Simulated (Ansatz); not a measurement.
Geometry optimisation, UKS r2SCAN-D4/def2-SVP in Ansatz 0.2.0.

Input file:

```yaml
crystal:
  periodic: [false, false, false]
  atoms:
    - { symbol: H, position_ang: [-0.6389, -0.0022, -0.7881] }
    - { symbol: Si, position_ang: [0.7051, -0.999, 0.0599] }
    - { symbol: C, position_ang: [1.2599, 0.0883, 1.5086] }
    - { symbol: C, position_ang: [-1.6633, 0.7438, -1.3642] }
    - { symbol: H, position_ang: [0.0764, -2.2393, 0.5051] }
    - { symbol: H, position_ang: [1.7861, -1.2461, -0.887] }
    - { symbol: H, position_ang: [1.71, 1.0133, 1.159] }
    - { symbol: H, position_ang: [0.4233, 0.3526, 2.1492] }
    - { symbol: H, position_ang: [1.9973, -0.4231, 2.1245] }
    - { symbol: H, position_ang: [-2.2064, 1.1917, -0.5509] }
    - { symbol: H, position_ang: [-2.2627, 0.0433, -1.9219] }
    - { symbol: H, position_ang: [-1.1867, 1.4766, -1.9942] }
magnetization:
  spin_polarized: true
  initial_magnetization: 1
basis:
  gaussian: { orbitals: def2-SVP }
hamiltonian:
  xc: r2scan
  dispersion: d4
relax:
  f_tol: 0.15
  max_steps: 25
  restrain:
    - { distance: [0, 3], at: 1.07, k: 30.0 }
    - { distance: [1, 0], at: 2.72, k: 30.0 }
output:
  orbitals: {}
```

Launched with:

```bash
$ ansatz run input.yaml --threads 4 --pin off --max-ram 5120MiB --backend cpu --events-out ev --progress --plain --runs-dir out
```

Question: Where does it end, and by what steps?

Answer: The run converged. The restraints hold the end off the free minimum. After 5 steps the energy has fallen by 0.773 eV (the restraints' own energy left out); H1 moved furthest, 0.52 Å. Joined: H1–C4.

```tsv
step	energy less start (eV)	largest force component (eV/Å)	accepted
0	0.0000	1.657	yes
1	-0.4217	1.428	yes
2	-0.2740	2.994	yes
3	-0.6524	0.524	yes
4	-0.7624	0.456	yes
5	-0.7728	0.318	yes
```

```xyz
12
Properties=species:S:1:pos:R:3
H -1.033 0.257 -1.014
Si 0.943 -1.190 0.180
C 1.359 0.015 1.565
C -1.824 0.861 -1.462
H 0.371 -2.474 0.703
H 2.129 -1.478 -0.692
H 1.756 0.954 1.147
H 0.454 0.261 2.142
H 2.109 -0.387 2.268
H -2.408 1.346 -0.669
H -2.480 0.211 -2.057
H -1.376 1.626 -2.111
```

Whether the end is a true minimum wasn't checked by a vibrational analysis.

The run took 25 s on 4 threads of Arm Neoverse N1, on a shared host, peak memory 0.2 GiB.
